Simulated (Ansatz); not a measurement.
# C2H3N3: vertical ionisation energy

Aim: the vertical ionisation energy of C2H3N3, as cation minus neutral at the neutral's geometry, on several levels, and how well −ε(HOMO) stands in for it.

Computed with Ansatz 0.2.0, Gaussian basis. Level: unrestricted cation, the program's frozen cores in correlated methods.

The runs, in order: UKS PBE-D4/def2-TZVPP; UKS r2SCAN-D4/def2-TZVPP; UKS PBE0-D4/def2-TZVPP; UKS B3LYP-D4/def2-TZVPP; UKS wB97X-V/def2-TZVPP; UKS wB97M-V/def2-TZVPP; UKS B2PLYP/def2-TZVPP; UHF-CCSD(T)/def2-TZVPP; UHF-MP2/def2-QZVPP; extrapolation to the limit; then −ε(HOMO) from the neutral's earlier runs with LDA (SPW92), PBE-D4, revPBE-D4, BLYP-D4, r2SCAN-D4, B97M-V, PBE0-D4, B3LYP-D4, r2SCANh-D4, r2SCAN0-D4, HSE06-D4, BHLYP-D4, CAM-B3LYP-D4, LC-ωPBE, ωB97X-V, ωB97M-V.

## Step 1: Structure used throughout

The geometry comes from an earlier relaxation with PBE0-D4 in a triple-zeta def2 set; it is a stationary point, not always the lowest conformer.

SMILES `c1nc[nH]n1`, 8 atoms, charge 0, spin multiplicity 1.

Atoms are counted from 1 here; the program's logs count them from 0.

Bond lengths: C1–N2 1.355 Å, C1–N5 1.316 Å, C1–H6 1.079 Å, N2–C3 1.313 Å, C3–N4 1.340 Å, C3–H7 1.080 Å, N4–N5 1.340 Å, N4–H8 1.005 Å. Angles: N2–C1–N5 115.0°, N2–C1–H6 123.3°, N5–C1–H6 121.6°, C1–N2–C3 102.7°, N2–C3–N4 109.8°, N2–C3–H7 126.7°, N4–C3–H7 123.5°, C3–N4–N5 110.5°, C3–N4–H8 129.4°, N5–N4–H8 120.1°, C1–N5–N4 102.0°.

## Step 2: Cation, UKS PBE-D4/def2-TZVPP

in.yaml reads:

```yaml
crystal:
  periodic: [false, false, false]
  atoms:
    - {symbol: C, position_ang: [-0.519380, 1.095951, -0.171611]}
    - {symbol: N, position_ang: [0.777508, 0.948371, 0.192102]}
    - {symbol: C, position_ang: [0.913910, -0.355966, 0.249802]}
    - {symbol: N, position_ang: [-0.246954, -0.947542, -0.064806]}
    - {symbol: N, position_ang: [-1.182280, -0.028464, -0.339426]}
    - {symbol: H, position_ang: [-0.988796, 2.056853, -0.316963]}
    - {symbol: H, position_ang: [1.810025, -0.900055, 0.507794]}
    - {symbol: H, position_ang: [-0.471832, -1.926347, -0.112692]}
basis:
  gaussian: {orbitals: def2-TZVPP}
total_charge: 1
magnetization: {spin_polarized: true, initial_magnetization: 1}
hamiltonian: {xc: pbe, dispersion: d4}
```

On the command line:

```bash
$ ansatz run in.yaml --threads 4 --pin off --events-out ev --progress --plain --max-ram 10444MiB
```

Further steps of the session: Cation, UKS r2SCAN-D4/def2-TZVPP; Cation, UKS PBE0-D4/def2-TZVPP; Cation, UKS B3LYP-D4/def2-TZVPP; Cation, UKS wB97X-V/def2-TZVPP; Cation, UKS wB97M-V/def2-TZVPP; Cation, UKS B2PLYP (frozen core)/def2-TZVPP; Cation, UHF-CCSD(T)/def2-TZVPP; Cation, UHF-MP2/def2-QZVPP.

**Question.** What will the summary of the whole plan be? Wanted: ionisation energy, CCSD(T)/CBS; nearest functional by difference; nearest −ε(HOMO); −ε(HOMO) of PBE; T1 of the cation.

As calculated:

| quantity | value |
| --- | --- |
| ionisation energy, CCSD(T)/CBS | 10.46 eV |
| nearest functional by difference | B3LYP-D4 (-0.12 eV) |
| nearest −ε(HOMO) | LC-ωPBE (+0.20 eV) |
| −ε(HOMO) of PBE | 6.53 eV |
| T1 of the cation | 0.027 |

By cation minus neutral, the functionals miss by 0.28 eV at most. The PBE orbital energy is 3.9 eV too small: a semilocal HOMO is no ionisation energy. Among orbital estimates LC-ωPBE comes nearest. Hartree-Fock falls 1.65 eV short, as the neutral has more correlation energy than the cation.
